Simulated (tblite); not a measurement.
Problem. What does the GFN2-xTB structure of `[CH2]CNC` [radical] look like in three dimensions? (Doublet state.)

Solution. 
```
atom  x, y, z in Å
C1     1.5674    0.3688    0.3479
C2     0.7073   -0.4684   -0.5131
N3    -0.6070   -0.7841    0.0157
C4    -1.5136    0.3465    0.0098
H5     2.5198    0.7059   -0.0115
H6     1.3398    0.4927    1.3894
H7     0.5706    0.0025   -1.4969
H8     1.2094   -1.4332   -0.7138
H9    -0.5073   -1.1345    0.9647
H10   -1.6884    0.6438   -1.0248
H11   -1.1348    1.2200    0.5598
H12   -2.4619    0.0394    0.4469
```

Any rigid rotation of these coordinates is as good. Atoms count from 1 in this order. N3 (nitrogen bonded to 2 C and H) is pyramidal (angles 113.3°, 109.5° and 109.0°, sum 331.8°, 0.40 Å off the plane of its three neighbours). Of the pairs four or more bonds apart, C1···H11 is among the closest relative to their van der Waals radii: 2.84 Å, 98 % of the sum of Bondi's values. C1 (carbon bonded to C and 2 H) is almost planar (angles 120.5°, 120.0° and 118.5°, sum 359.0°, 0.07 Å off the plane of its three neighbours).

Bonds between heavy atoms (Å): C1–C2 1.477, C2–N3 1.452, N3–C4 1.449.

Computed geometry: GFN2-xTB, gas phase. This method treats the open shell by occupation alone, without spin polarisation.

Point group: C1 (no symmetry element, even within 0.4 Å). Its GFN2-xTB frequencies are all real (lowest 70 cm⁻¹). Torsions: H–C1–C2–N3 -175° and 16°, C1–C2–N3–C4 72°. 3 starts were optimised and ended at 0.00, 0.20 and 0.20 kcal/mol (GFN2-xTB); the lowest of these is shown.

On one thread of an Arm Neoverse V2, no GPU, shared host, this took 0.12 s. This is the geometry optimisation.

One conformer stands for the species.
